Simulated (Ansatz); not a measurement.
Cost and result for the atomization energy of C₅H₇F (`C=C=C(F)CC`) (13 atoms, 12 bonds).

```tsv
atom	x (Å)	y (Å)	z (Å)
C1	-1.302	-2.182	-1.093
C2	-0.850	-1.288	-0.265
C3	-0.360	-0.391	0.542
F4	-1.042	-0.052	1.661
C5	0.916	0.358	0.386
C6	0.704	1.861	0.250
H7	-1.057	-3.235	-0.980
H8	-1.947	-1.913	-1.924
H9	1.542	0.148	1.261
H10	1.438	-0.040	-0.486
H11	0.172	2.261	1.115
H12	1.664	2.377	0.176
H13	0.122	2.094	-0.644
```

Total charge 0; spin multiplicity 1. The geometry is a stationary point of PBE0-D4/def2-TZVP. It is one conformer, not always the lowest. Program: Ansatz. All runs use 4 threads of an Arm Neoverse V1 on a shared host. Times are those of one run each, without the atoms' runs, and a repeat can differ threefold. Electronic energies, without spin–orbit coupling; frozen cores. CCSD(T)/CBS adds CCSD(T) − MP2 in def2-TZVPP to the MP2 limit, and its time is that of the two runs behind it. T1 = 0.012. B3LYP takes the VWN-RPA correlation (the form of Gaussian; ORCA's B3LYP/G).

CCSD(T)/CBS is a level of theory with its own doubt, some kJ/mol a heavy atom from the limit and from the frozen cores, so smaller differences don't rank the functionals.

| level | functions | wall time |
| --- | --- | --- |
| PBE-D4/def2-TZVPP (with forces) | 284 | 3.2 s |
| PBE0-D4/def2-TZVPP | 284 | 3.5 s |
| r2SCAN-D4/def2-TZVPP (with forces) | 284 | 6 s |
| B3LYP-D4/def2-TZVPP (with forces) | 284 | 6 s |
| B2PLYP/def2-TZVPP | 284 | 7.5 s |
| ωB97X-V/def2-TZVPP | 284 | 9 s |
| ωB97M-V/def2-TZVPP (with forces) | 284 | 13 s |
| MP2/def2-QZVPP | 552 | 40 s |
| CCSD(T)/def2-TZVPP | 284 | 6.1 min |
| CCSD(T)/CBS(def2) | – | 6.8 min |

Problem. What atomization energy does each give, and how far from CCSD(T)/CBS? (An estimate is asked.)

Solution. Computed: 
```tsv
level	atomization (kJ/mol)	difference from CCSD(T)/CBS	per bond
PBE-D4/def2-TZVPP (with forces)	5621.4	187.7	15.6
PBE0-D4/def2-TZVPP	5505.6	71.9	6.0
r2SCAN-D4/def2-TZVPP (with forces)	5475.3	41.6	3.5
B3LYP-D4/def2-TZVPP (with forces)	5458.3	24.6	2.1
B2PLYP/def2-TZVPP	5403.7	-30.0	-2.5
ωB97X-V/def2-TZVPP	5444.9	11.2	0.9
ωB97M-V/def2-TZVPP (with forces)	5461.4	27.7	2.3
MP2/def2-QZVPP	5484.6	50.9	4.2
CCSD(T)/def2-TZVPP	5310.3	-123.4	-10.3
CCSD(T)/CBS(def2)	5433.7	0.0	0.0
```

From PBE to PBE0 (25 % exact exchange), in def2-TZVPP and without D4, the atomization energy moves by −112.2 kJ/mol: exact exchange takes away binding that semilocal exchange gives to molecules. The D4 term adds +35.6 kJ/mol with B3LYP and +18.9 kJ/mol with PBE0; it sums over pairs of atoms, weighted by their polarisabilities, and B3LYP, whose exchange is more repulsive, gets the larger term. In def2-TZVPP, CCSD(T) changes the Hartree–Fock value by +1299.1 kJ/mol (the triples alone add +87.0 kJ/mol) and MP2 by +1401.0 kJ/mol; breaking electron pairs costs correlation energy, which Hartree–Fock lacks.
